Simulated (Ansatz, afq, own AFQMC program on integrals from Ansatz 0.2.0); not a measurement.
Where AFQMC and coupled cluster stand for MgCl⁻, triplet

```xyz
2

Cl    0.0000    0.0000    0.0000
Mg    0.0000    0.0000    3.7360
```

Basis aug-cc-pVDZ. Only valence electrons are correlated. AFQMC by an in-house program on the Cholesky factors that Ansatz 0.2.0 writes for its CCSD(T) run. ph-AFQMC/CISD is guided by a CISD state made of CCSD amplitudes; releasing the constraint for a short imaginary time cuts its bias at the price of noise, slowly where states lie close. Uncertainties: one standard error, sampling alone.

Determinant: UHF, the one that the program's search chose, which needn't be the lowest solution. The geometry is a point of a scan.

No full CI on the walks' own integrals is used here; CCSDT(Q) serves as the reference and is uncertain by about the last step of the cluster series.

Cautions: lower spins were not checked; the released energies are still falling, so no released level is given (meV from the phaseless value at times in 1/Eh: 8 ± 16 at 0.24, 12 ± 12 at 0.51, -3 ± 17 at 0.99, -21 ± 19 at 1.62, -50 ± 29 at 2.40), though the last usable value meets CCSDT(Q) within the noise.

The T1 diagnostic is 0.0168 and the weight of the determinant in the CISD state is 0.909. The ⟨S²⟩ of the determinant is 2.000 and the size of the correlated space is 10 electrons in 44 orbitals.

Reference: CCSDT(Q), correlation energy -4.984 eV.

| level | E − E(reference) (mEh) | share of correlation (%) |
| --- | --- | --- |
| HF | 183.15 | 0.00 |
| MP2 | 19.65 | 89.27 |
| CCSD | 5.77 | 96.85 |
| CCSD(T) | 0.98 | 99.47 |
| CCSDT | 0.45 | 99.75 |
| ph-AFQMC/CISD | -0.07 ± 0.59 | 100.04 |

A walk keeps the symmetry of its determinant, which the program's search chose and which needn't be the lowest solution, so a lower state of the same spin and another symmetry isn't excluded.
